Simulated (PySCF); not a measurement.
# Methylidenesilylene (CH₂Si): NMR shifts, electronic excitations and K edges in gas and solvents

Aim: compute the NMR shifts, electronic excitations and K edges of Methylidenesilylene (CH₂Si) (`C=[Si]`), and see what a dielectric continuum does where one was used.

The runs use PySCF 2.14.0, with density-fitted response routines of our own; the level of theory stands in each step. All values are computed, except where a source is named. Atoms count from 0, in the outputs and in this text.

### 1 Starting geometry

4 atoms, charge 0, multiplicity 1; geometry from: GFN2-xTB. The atoms were then displaced at random by about 0.01 Å, so the start is not that level's minimum.

Bonds of the start (Å): C0–Si1 1.73, C0–H2 1.13, C0–H3 1.05.

### 2 Geometry optimisation at PBE0-D3(BJ)/def2-SVP

Job settings and geometry (Å):

```
{"job": {"xc": "PBE0", "basis": "def2-SVP", "d3": "d3bj", "grid": 1, "shake": 0.01, "kind": "geom"}, "charge": 0, "multiplicity": 1}
C     -0.117370    -0.012080    -0.192000
Si     1.575720    -0.141790    -0.534630
H     -0.768040     0.817380    -0.589570
H     -0.652310    -0.688880     0.411560
```

Run with:

```
OMP_NUM_THREADS=1 python probes_run.py task.json out
```

One launch serves the whole session: the jobs run in the order shown.

The log of the run:

```text
step   0  E = -328.41219352  max force = 0.033529
step   1  E = -328.41348508  max force = 0.018248
step   2  E = -328.41432182  max force = 0.004300
step   3  E = -328.41440880  max force = 0.001159
step   4  E = -328.41441589  max force = 0.000606
step   5  E = -328.41441661  max force = 0.000224
optimisation converged
```

Run time: 1.6 s. Hardware: 1 thread of AMD EPYC 9R45, shared host; peak memory 0.26 GiB.

Relaxation path:

```
step  energy from step 0 (eV)  largest force component (eV/Å)
   0                   0.0000                          1.7241
   1                  -0.0351                          0.9384
   2                  -0.0579                          0.2211
   3                  -0.0603                          0.0596
   4                  -0.0605                          0.0312
   5                  -0.0605                          0.0115
```

Close pairs (by a distance rule), those that changed most:

```
  bond  before (Å)  after (Å)  change (Å)
 C0–H3       1.053      1.100      +0.047
 C0–H2       1.127      1.101      -0.026
C0–Si1       1.732      1.712      -0.021
```

The final coordinates are the input of the step that follows.

```
                         at the end point                  value
  point group (found at 0.08 Å tolerance)                    C2v
rotational constants (GHz, main isotopes)  298.0, 16.379, 15.525
                        dipole moment (D)                   0.12
```

### 3 NMR shieldings: PBE0/pcSseg-1 in dichloromethane

Job settings and geometry (Å):

```
{"job": {"kind": "nmr", "xc": "PBE0", "basis": "pcSseg-1", "solvent": "dichloromethane", "pop": true}, "charge": 0, "multiplicity": 1}
C      0.061654    -0.118805    -0.216948
Si    -0.689770     1.416359    -0.307294
H      0.981018    -0.366954    -0.769001
H     -0.313675    -0.955680     0.389977
```

Level: GIAO PBE0/pcSseg-1 NMR shielding, non-relativistic, IEF-PCM dichloromethane.

The log of the run:

```text
coarse grid: 3952 points
cycle   1  E = -328.4390479216  dE =  3.215e-02  |g| = 4.853e-01  |ddm| = 1.806e+00
cycle   2  E = -328.2875159640  dE =  1.515e-01  |g| = 8.103e-01  |ddm| = 1.113e+00
cycle   3  E = -328.5087639323  dE = -2.212e-01  |g| = 3.547e-02  |ddm| = 7.814e-01
cycle   4  E = -328.5092394977  dE = -4.756e-04  |g| = 1.195e-02  |ddm| = 7.083e-02
cycle   5  E = -328.5092863998  dE = -4.690e-05  |g| = 2.673e-03  |ddm| = 1.889e-02
cycle   6  E = -328.5092883662  dE = -1.966e-06  |g| = 4.821e-04  |ddm| = 2.352e-03
final grid: 33880 points
cycle   7  E = -328.5209816989  dE = -4.735e-06  |g| = 3.243e-03  |ddm| = 7.473e-03
cycle   8  E = -328.5209763313  dE =  5.368e-06  |g| = 5.307e-03  |ddm| = 6.148e-03
cycle   9  E = -328.5209844966  dE = -8.165e-06  |g| = 3.886e-04  |ddm| = 4.336e-03
cycle  10  E = -328.5209845315  dE = -3.485e-08  |g| = 4.773e-05  |ddm| = 5.088e-04
cycle  11  E = -328.5209845320  dE = -5.744e-10  |g| = 1.407e-05  |ddm| = 6.258e-05
converged SCF energy = -328.5209845320

GIAO shielding tensors (ppm)
atom      isotropic    diamagn.    paramagn.     s11        s22        s33       span
  0 C       50.347     261.710    -211.363   -188.152    107.341    231.852    420.004
  1 Si    -347.563     878.724   -1226.287   -826.911   -177.750    -38.029    788.882
  2 H       24.168      30.550      -6.382     15.813     28.182     28.509     12.696
  3 H       24.259      30.838      -6.578     15.830     28.038     28.910     13.080
```

It took 1.3 s on 1 thread of AMD EPYC 9R45, shared host; peak memory 0.29 GiB.

Shifts follow as δ = σ(reference) − σ, with reference shieldings (ppm) from runs at the same level and on the same kind of geometry: ¹H TMS 31.24, ¹³C TMS 185.3, ²⁹Si TMS 351.8. The references are single molecules in the same continuum. Atoms listed in one row are averaged.

```
 atoms                                                      environment  σ (ppm)  δ (ppm)
    C0                carbon double-bonded to a heavier main-group atom     50.3    135.0
H2, H3  hydrogen on a carbon double-bonded to a heavier main-group atom    24.21     7.03
   Si1                                              silicon bonded to C   -347.6    699.4
```

The run also stored atomic charges by several schemes (e):

```
atoms  Mulliken    IAO  Hirshfeld  ESP fit
   C0     -0.72  -0.77      -0.30    -0.65
  Si1      0.37   0.41       0.22     0.19
```

Mayer bond orders: C0–Si1 1.87.

### 4 Shielding tensors: PBE0/pcSseg-1 in water

Job settings and geometry (Å):

```
{"job": {"kind": "nmr", "xc": "PBE0", "basis": "pcSseg-1", "solvent": "water", "pop": false}, "charge": 0, "multiplicity": 1}
C      0.061654    -0.118805    -0.216948
Si    -0.689770     1.416359    -0.307294
H      0.981018    -0.366954    -0.769001
H     -0.313675    -0.955680     0.389977
```

Method: GIAO PBE0/pcSseg-1 NMR shielding, non-relativistic, IEF-PCM water.

The log of the run:

```text
coarse grid: 3952 points
cycle   1  E = -328.4406507115  dE =  3.056e-02  |g| = 4.828e-01  |ddm| = 1.806e+00
cycle   2  E = -328.3005582383  dE =  1.401e-01  |g| = 7.919e-01  |ddm| = 1.089e+00
cycle   3  E = -328.5093781799  dE = -2.088e-01  |g| = 3.288e-02  |ddm| = 7.512e-01
cycle   4  E = -328.5097812013  dE = -4.030e-04  |g| = 1.089e-02  |ddm| = 6.430e-02
cycle   5  E = -328.5098195362  dE = -3.833e-05  |g| = 2.502e-03  |ddm| = 1.741e-02
cycle   6  E = -328.5098212281  dE = -1.692e-06  |g| = 4.720e-04  |ddm| = 2.109e-03
final grid: 33880 points
cycle   7  E = -328.5215141221  dE = -4.690e-06  |g| = 3.266e-03  |ddm| = 7.470e-03
cycle   8  E = -328.5215088662  dE =  5.256e-06  |g| = 5.308e-03  |ddm| = 6.163e-03
cycle   9  E = -328.5215169835  dE = -8.117e-06  |g| = 3.632e-04  |ddm| = 4.265e-03
cycle  10  E = -328.5215170115  dE = -2.809e-08  |g| = 4.917e-05  |ddm| = 4.658e-04
cycle  11  E = -328.5215170122  dE = -6.194e-10  |g| = 1.474e-05  |ddm| = 6.611e-05
converged SCF energy = -328.5215170122

GIAO shielding tensors (ppm)
atom      isotropic    diamagn.    paramagn.     s11        s22        s33       span
  0 C       50.520     261.800    -211.279   -187.374    107.937    230.998    418.372
  1 Si    -341.286     878.722   -1220.008   -821.884   -180.417    -21.556    800.328
  2 H       24.168      30.534      -6.365     15.835     28.149     28.520     12.685
  3 H       24.259      30.823      -6.564     15.851     28.008     28.918     13.068
```

It took 0.51 s on 1 thread of AMD EPYC 9R45, shared host; peak memory 0.29 GiB.

In short: δ C0 135.0, Si1 693.1, H2 7.03 ppm (means over like atoms).

### 5 Ultraviolet spectrum: PBE0/def2-SVPD

Job settings and geometry (Å):

```
{"job": {"kind": "uv", "xc": "PBE0", "basis": "def2-SVPD", "dynamic": true, "nstates": 6, "ntriplets": 0}, "charge": 0, "multiplicity": 1}
C      0.061654    -0.118805    -0.216948
Si    -0.689770     1.416359    -0.307294
H      0.981018    -0.366954    -0.769001
H     -0.313675    -0.955680     0.389977
```

With the program's defaults for keys left out, this is: TDDFT PBE0/def2-SVPD, vertical, gas phase, core orbitals frozen in the response.

The log of the run:

```text
coarse grid: 3952 points
cycle   1  E = -328.2986950583  dE =  2.776e-02  |g| = 4.873e-01  |ddm| = 2.118e+00
cycle   2  E = -328.0512652610  dE =  2.474e-01  |g| = 9.342e-01  |ddm| = 1.432e+00
cycle   3  E = -328.3728301259  dE = -3.216e-01  |g| = 5.122e-02  |ddm| = 1.029e+00
cycle   4  E = -328.3739524692  dE = -1.122e-03  |g| = 2.271e-02  |ddm| = 1.239e-01
cycle   5  E = -328.3741604689  dE = -2.080e-04  |g| = 4.362e-03  |ddm| = 3.776e-02
cycle   6  E = -328.3741673603  dE = -6.891e-06  |g| = 7.171e-04  |ddm| = 5.584e-03
final grid: 33880 points
cycle   7  E = -328.4163309045  dE = -4.463e-06  |g| = 2.639e-03  |ddm| = 1.774e-02
cycle   8  E = -328.4163264292  dE =  4.475e-06  |g| = 4.583e-03  |ddm| = 6.460e-03
cycle   9  E = -328.4163327876  dE = -6.358e-06  |g| = 4.242e-04  |ddm| = 4.579e-03
cycle  10  E = -328.4163328676  dE = -7.999e-08  |g| = 3.707e-05  |ddm| = 6.804e-04
cycle  11  E = -328.4163328680  dE = -3.994e-10  |g| = 1.425e-05  |ddm| = 6.734e-05
converged SCF energy = -328.4163328680

Static polarisability (au): isotropic 45.168, principal 38.547 38.836 58.121

Singlet excitations
state   eV       nm        f      main configurations
  1   2.2864    542.3   0.00000   H->L 1.00
  2   3.8202    324.5   0.03420   H-1->L 0.98
  3   5.2179    237.6   0.15968   H->L+1 0.91
  4   5.4539    227.3   0.03524   H-1->L+1 0.95
  5   6.1196    202.6   0.11395   H->L+2 0.98
  6   7.0270    176.4   0.01566   H->L+3 0.99
```

Wall time 0.68 s (1 thread of AMD EPYC 9R45, shared host); peak memory 0.3 GiB.

Frontier orbitals and where they lie:

```
orbital      eV                       atoms
 HOMO−3  -12.62  C0 43 %, Si1 37 %, H3 11 %
 HOMO−2  -11.54   C0 51 %, H2 21 %, H3 20 %
 HOMO−1   -7.70           Si1 73 %, C0 23 %
   HOMO   -6.57   C0 50 %, Si1 37 %, H2 6 %
   LUMO   -2.59           Si1 77 %, C0 18 %
 LUMO+1   -0.98           Si1 64 %, C0 32 %
 LUMO+2    0.86  Si1 46 %, C0 33 %, H2 11 %
```

With each of the 6 states as a Gaussian band of 0.4 eV half-width at 1/e, the curve within the window shown has maxima at 324 nm (ε 1,400), 236 nm (ε 7,600), 203 nm (ε 4,800) L/(mol cm). Beyond the last state computed it falls off for lack of states. The curve at chosen wavelengths:

```
 nm  ε (L/mol/cm)
169           362
192          2412
214          3879
237          7527
259          2073
282           271
305           962
327          1376
350           848
372           310
395            75
418            14
440             3
463             0
485             0
508             0
531             0
553             0
576             0
598             0
621             0
644             0
666             0
689             0
711             0
734             0
```

Further results of this job:

```
           property  computed
  dipole moment (D)      0.10
polarisability (Å³)      6.69
 HOMO–LUMO gap (eV)      3.98
      −ε(HOMO) (eV)      6.57
C6 with itself (au)       548
```

### 6 Excited states and response: PBE0/def2-SVPD in dichloromethane

Job settings and geometry (Å):

```
{"job": {"kind": "uv", "xc": "PBE0", "basis": "def2-SVPD", "solvent": "dichloromethane", "nstates": 6, "ntriplets": 0}, "charge": 0, "multiplicity": 1}
C      0.061654    -0.118805    -0.216948
Si    -0.689770     1.416359    -0.307294
H      0.981018    -0.366954    -0.769001
H     -0.313675    -0.955680     0.389977
```

Level: TDDFT PBE0/def2-SVPD, vertical, IEF-PCM dichloromethane (non-equilibrium linear response), core orbitals frozen in the response.

The log of the run:

```text
coarse grid: 3952 points
cycle   1  E = -328.3085667925  dE =  1.801e-02  |g| = 4.693e-01  |ddm| = 2.116e+00
cycle   2  E = -328.1610574404  dE =  1.475e-01  |g| = 7.889e-01  |ddm| = 1.294e+00
cycle   3  E = -328.3762492753  dE = -2.152e-01  |g| = 3.121e-02  |ddm| = 8.603e-01
cycle   4  E = -328.3766427285  dE = -3.935e-04  |g| = 1.129e-02  |ddm| = 6.961e-02
cycle   5  E = -328.3766902042  dE = -4.748e-05  |g| = 2.332e-03  |ddm| = 2.193e-02
cycle   6  E = -328.3766919702  dE = -1.766e-06  |g| = 3.945e-04  |ddm| = 2.855e-03
final grid: 33880 points
cycle   7  E = -328.4188502793  dE = -3.752e-06  |g| = 3.218e-03  |ddm| = 1.775e-02
cycle   8  E = -328.4188442149  dE =  6.064e-06  |g| = 5.514e-03  |ddm| = 8.033e-03
cycle   9  E = -328.4188533227  dE = -9.108e-06  |g| = 1.698e-04  |ddm| = 5.269e-03
cycle  10  E = -328.4188533357  dE = -1.297e-08  |g| = 4.642e-05  |ddm| = 3.965e-04
cycle  11  E = -328.4188533364  dE = -7.000e-10  |g| = 1.440e-05  |ddm| = 9.223e-05
converged SCF energy = -328.4188533364

Static polarisability (au): isotropic 59.870, principal 49.242 51.606 78.761

Singlet excitations
state   eV       nm        f      main configurations
  1   2.4213    512.1   0.00000   H->L 1.00
  2   3.8225    324.4   0.04117   H-1->L 0.99
  3   5.0970    243.2   0.21649   H->L+1 0.93
  4   5.3435    232.0   0.04881   H-1->L+1 0.96
  5   6.1759    200.8   0.17118   H->L+2 0.99
  6   7.0837    175.0   0.02148   H->L+3 0.99
```

Run time: 0.59 s. Hardware: 1 thread of AMD EPYC 9R45, shared host; peak memory 0.3 GiB.

In short: HOMO -6.59 eV, LUMO -2.46 eV; lowest singlet 2.42 eV.

### 7 TDDFT and polarisability: PBE0/def2-SVPD in water

Job settings and geometry (Å):

```
{"job": {"kind": "uv", "xc": "PBE0", "basis": "def2-SVPD", "solvent": "water", "nstates": 6, "ntriplets": 0}, "charge": 0, "multiplicity": 1}
C      0.061654    -0.118805    -0.216948
Si    -0.689770     1.416359    -0.307294
H      0.981018    -0.366954    -0.769001
H     -0.313675    -0.955680     0.389977
```

Method: TDDFT PBE0/def2-SVPD, vertical, IEF-PCM water (non-equilibrium linear response), core orbitals frozen in the response.

The log of the run:

```text
coarse grid: 3952 points
cycle   1  E = -328.3101347225  dE =  1.646e-02  |g| = 4.667e-01  |ddm| = 2.116e+00
cycle   2  E = -328.1738156173  dE =  1.363e-01  |g| = 7.706e-01  |ddm| = 1.275e+00
cycle   3  E = -328.3768231403  dE = -2.030e-01  |g| = 2.879e-02  |ddm| = 8.377e-01
cycle   4  E = -328.3771563883  dE = -3.332e-04  |g| = 1.025e-02  |ddm| = 6.285e-02
cycle   5  E = -328.3771948677  dE = -3.848e-05  |g| = 2.202e-03  |ddm| = 2.025e-02
cycle   6  E = -328.3771964262  dE = -1.558e-06  |g| = 3.874e-04  |ddm| = 2.734e-03
final grid: 33880 points
cycle   7  E = -328.4193540093  dE = -3.726e-06  |g| = 3.234e-03  |ddm| = 1.769e-02
cycle   8  E = -328.4193481121  dE =  5.897e-06  |g| = 5.496e-03  |ddm| = 8.060e-03
cycle   9  E = -328.4193571017  dE = -8.990e-06  |g| = 1.457e-04  |ddm| = 5.225e-03
cycle  10  E = -328.4193571114  dE = -9.691e-09  |g| = 5.010e-05  |ddm| = 3.635e-04
cycle  11  E = -328.4193571123  dE = -8.297e-10  |g| = 1.506e-05  |ddm| = 1.045e-04
converged SCF energy = -328.4193571123

Static polarisability (au): isotropic 63.235, principal 51.719 54.841 83.147

Singlet excitations
state   eV       nm        f      main configurations
  1   2.4564    504.7   0.00000   H->L 1.00
  2   3.8508    322.0   0.03995   H-1->L 0.99
  3   5.1276    241.8   0.20591   H->L+1 0.93
  4   5.3489    231.8   0.04590   H-1->L+1 0.96
  5   6.2108    199.6   0.17123   H->L+2 0.98
  6   7.0996    174.6   0.02164   H->L+3 0.99
```

Wall time 0.61 s (1 thread of AMD EPYC 9R45, shared host); peak memory 0.3 GiB.

This run: HOMO -6.61 eV, LUMO -2.44 eV; lowest singlet 2.46 eV.

### 8 K-edge absorption: BHandHLYP/def2-SVPD+aug-pcX-1+pcseg-1

Job settings and geometry (Å):

```
{"job": {"kind": "xas", "xc": "BHandHLYP", "basis": {"default": "aug-pcX-1", "H": "pcseg-1", "Si": "def2-SVPD"}}, "charge": 0, "multiplicity": 1}
C      0.061654    -0.118805    -0.216948
Si    -0.689770     1.416359    -0.307294
H      0.981018    -0.366954    -0.769001
H     -0.313675    -0.955680     0.389977
```

Method: core-valence-separated TDA BHandHLYP/aug-pcX-1 H:pcseg-1 Si:def2-SVPD, K edges, non-relativistic, gas phase.

The log of the run:

```text
coarse grid: 3952 points
cycle   1  E = -328.5039413070  dE = -6.329e-03  |g| = 3.991e-01  |ddm| = 1.746e+00
cycle   2  E = -328.4601253245  dE =  4.382e-02  |g| = 5.447e-01  |ddm| = 8.792e-01
cycle   3  E = -328.5547903838  dE = -9.467e-02  |g| = 2.163e-02  |ddm| = 5.007e-01
cycle   4  E = -328.5550743106  dE = -2.839e-04  |g| = 7.495e-03  |ddm| = 4.698e-02
cycle   5  E = -328.5550998070  dE = -2.550e-05  |g| = 2.215e-03  |ddm| = 1.290e-02
cycle   6  E = -328.5551021212  dE = -2.314e-06  |g| = 5.575e-04  |ddm| = 3.338e-03
final grid: 33880 points
cycle   7  E = -328.5858971149  dE = -1.179e-05  |g| = 9.667e-04  |ddm| = 4.755e-03
cycle   8  E = -328.5858971359  dE = -2.107e-08  |g| = 7.262e-04  |ddm| = 1.468e-03
cycle   9  E = -328.5858972608  dE = -1.249e-07  |g| = 2.610e-04  |ddm| = 7.348e-04
cycle  10  E = -328.5858972803  dE = -1.953e-08  |g| = 4.074e-05  |ddm| = 2.964e-04
cycle  11  E = -328.5858972811  dE = -7.416e-10  |g| = 7.717e-06  |ddm| = 7.162e-05
converged SCF energy = -328.5858972811

C K edge
   eV          f      from atoms
  281.715   0.05397   C0
  282.120   0.00101   C0
  285.215   0.00415   C0
  285.836   0.02961   C0
  286.650   0.02221   C0
  286.914   0.00637   C0
  286.964   0.00339   C0
  287.674   0.00283   C0
```

It took 0.39 s on 1 thread of AMD EPYC 9R45, shared host; peak memory 0.3 GiB.

### 9 Run by run: NMR shifts

Shifts (ppm), means over like atoms, with basis size and wall time:

```
                             run     C0    H2    Si1  functions    time
PBE0/pcSseg-1 in dichloromethane  135.0  7.03  699.4         51   1.3 s
          PBE0/pcSseg-1 in water  135.0  7.03  693.1         51  0.51 s
```

The continuum's effect on the ground state:

```
        solvent      ε  polarisation energy (Eh)  μ (D)
dichloromethane   8.93                   -0.0028   0.06
          water  78.36                   -0.0034   0.07
```

### 10 Run by run: electronic excitations

Excitations and ground-state properties, with basis size and wall time:

```
                              run  lowest singlet (eV)  brightest (eV)      f  gap (eV)  α (Å³)  μ (D)  functions    time
                   PBE0/def2-SVPD                 2.29            5.22  0.160      3.98    6.69   0.10         60  0.68 s
PBE0/def2-SVPD in dichloromethane                 2.42            5.10  0.216      4.14    8.87   0.15         60  0.59 s
          PBE0/def2-SVPD in water                 2.46            5.13  0.206      4.17    9.37   0.16         60  0.61 s
```

The continuum's effect on the ground state:

```
        solvent      ε  polarisation energy (Eh)  μ (D)
dichloromethane   8.93                   -0.0026   0.15
          water  78.36                   -0.0032   0.16
```

### 11 Outcome

```
                                                                               quantity                                                  value
                                                                            point group                                                    C2v
                                                   rotational constants (main isotopes)                               297.97, 16.38, 15.53 GHz
                                ¹³C shifts against TMS (PBE0/pcSseg-1, dichloromethane)                                              135.0 ppm
¹H shifts against TMS (PBE0/pcSseg-1, dichloromethane, means over atoms taken as alike)                                               7.03 ppm
                               ²⁹Si shifts against TMS (PBE0/pcSseg-1, dichloromethane)                                              699.4 ppm
                                                        lowest singlet (PBE0/def2-SVPD)                            2.29 eV (542 nm), f = 0.000
                                               brightest single state of those computed                            state 3, 5.22 eV, f = 0.160
                                                                               C K edge  first line 281.71 eV, strongest 281.71 eV (f = 0.054)
                                                              range of the shift of Si1                                     693.1 to 699.4 ppm
                                                            range of the lowest singlet                                        2.29 to 2.46 eV
```

What this shows: The start of the PBE0/def2-SVP relaxation was shaken at random by about 0.01 Å, so part of the energy gained, and of the first lengths quoted, undoes that. The optimisation took 5 steps and gained 0.060 eV; among the close pairs (by a distance rule), C0–H3 changed most, from 1.053 to 1.100 Å. No frequency check was run at this level, so the end point may be a saddle. At PBE0/pcSseg-1: Shielding is most anisotropic at Si1 (span 789 ppm, paramagnetic term -1226 ppm). The first singlet state (HOMO→LUMO 1.00) lies at 2.29 eV and is dark; of the 6 states computed, the strongest absorption comes from state 3 at 5.22 eV. At the C edge the strongest single line lifts a 1s electron of C0 into LUMO+1 (weight 0.90), and it is the first line. Absolute edge energies from this method are off by several eV; spacings are better. Across the 2 runs the shift of Si1 moves most, between 693.1 (PBE0/pcSseg-1 in water) and 699.4 ppm (PBE0/pcSseg-1 in dichloromethane). Each shift counts from a reference computed in the same medium, and that reference moves with the solvent too, so shifts and shieldings show the solvent's effect differently. The continuum holds electrostatics alone: no hydrogen bonds to the solvent, and the gas-phase geometry is kept. The lowest singlet runs from 2.29 eV (PBE0/def2-SVPD) to 2.46 eV (PBE0/def2-SVPD in water), while the orbital gap spans 3.98 to 4.17 eV. The lowest state need not be the same one in every run.
